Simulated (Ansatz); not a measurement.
Ansatz (an electronic-structure program) input (PBE/aug-cc-pV(T+d)Z): A basis named .json is the Basis Set Exchange file of that set (core-valence sets with the plain set on hydrogen).

Ansatz 0.2 input:
```yaml
crystal:
  periodic: [false, false, false]
  atoms:
    - {symbol: Cl, position_ang: [-0.00000000, -0.00000000, -1.00677069]}
    - {symbol: Cl, position_ang: [0.00000000, 0.00000000, 1.00677069]}
basis:
  gaussian:
    orbitals: aug-cc-pV_T+d_Z.json
    final_grid: {core_spheres: 10, valence_spheres: 9, degree: 29}
hamiltonian:
  xc: {name: PBE}
magnetization: {spin_polarized: false}
```

Output:

```
Functional definition: PBE
integrals: 0.03 GiB planned
756 factors; their error is unknown
mean field: 0.27 GiB planned
mean field evaluation 1: about -25035.3538 eV, gradient 8.2e0 eV
mean field evaluation 2: about -25035.4447 eV, gradient 4.6e0 eV
mean field evaluation 4: about -25035.4885 eV, gradient 3.6e-1 eV
mean field evaluation 8: about -25035.4844 eV, gradient 4.1e-4 eV
mean field -25035.48440813 eV, -920.0370823380 hartree, gradient 1.7e-5 eV, S^2 0.000000; 0 other end points of the search recorded, 0 dependent functions left out
reference -25035.48445451 eV, -920.0370840425 hartree; 17, 17 occupied and 93, 93 virtual orbitals, 756 factors
Total energy: -25035.48445451 eV, -920.0370840425 hartree
```
